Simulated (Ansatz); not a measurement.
A nudged elastic band was laid between two geometries of C3H4OS2 (10 atoms, charge 0, multiplicity 1).

Theory: Ansatz 0.2.0, RHF/def2-SVP.

```yaml
movable_images: 5
climbing_image: yes
spring: 5.0 eV/Å²
optimiser: quadratic models (default)
start_path: through a guess of the saddle point
force_threshold: 0.05 eV/Å
iteration_limit: 60
end_points: relaxed
```

First end point:

```xyz
10
Properties=species:S:1:pos:R:3
O -0.330 -2.666 0.912
C -0.266 -1.691 0.332
C -0.210 -0.565 -0.349
S 0.374 -0.698 -2.019
C -0.648 0.748 0.244
S 0.702 1.953 0.511
H 1.623 -0.259 -1.832
H -1.326 1.250 -0.444
H -1.184 0.597 1.180
H 1.347 1.281 1.468
```

Last end point:

```xyz
10
Properties=species:S:1:pos:R:3
O -0.686 -2.843 0.600
C -0.457 -1.804 0.204
C -0.204 -0.600 -0.266
S 0.606 -0.538 -1.843
C -0.602 0.649 0.478
S 0.791 1.654 1.107
H 1.869 -0.404 -1.422
H -1.226 1.280 -0.152
H -1.187 0.395 1.362
H 1.178 2.160 -0.066
```

Q: What changes between the two ends?

A: No bond is made or broken. The dihedral C3–C5–S6–H10 goes from -67 to 74°.

Q: Give the energies along the band, and the barrier.

A: It converged. The highest image is number 2 of 0 to 6, 0.144 eV above the first end and 0.127 eV above the last; the last end lies 0.016 eV above the first. A vibrational analysis at the climbing image gives one clearly imaginary mode, 279i cm⁻¹: a first-order saddle point.

| image | path coordinate (Å) | energy (eV) | dihedral C3–C5–S6–H10 (°) |
| --- | --- | --- | --- |
| 0 | 0.00 | 0.000 | -67 |
| 1 | 0.59 | 0.058 | -36 |
| 2 | 1.18 | 0.144 | 5 |
| 3 | 1.63 | 0.098 | 35 |
| 4 | 2.08 | 0.048 | 57 |
| 5 | 2.53 | 0.026 | 67 |
| 6 | 2.97 | 0.016 | 74 |

Q: What is the geometry of the highest image?

A: 
```xyz
10
Properties=species:S:1:pos:R:3
O -0.340 -2.652 0.947
C -0.272 -1.668 0.386
C -0.204 -0.530 -0.277
S 0.497 -0.640 -1.905
C -0.747 0.754 0.288
S 0.520 1.909 0.971
H 1.756 -0.276 -1.633
H -1.286 1.282 -0.495
H -1.448 0.548 1.095
H 1.606 1.221 0.625
```

Q: What are the harmonic wavenumbers there?

A: 279i, 60, 151, 183, 296, 325, 409, 619, 654, 711, 794, 942, 1019, 1047, 1182, 1283, 1402, 1496, 1589, 2387, 2827, 2886, 3234, 3300 cm⁻¹.

Time of the run: 80 s on 2 threads of Intel(R) Xeon(R) Platinum 8488C (Sapphire Rapids) (shared host), peak memory 0.26 GiB.
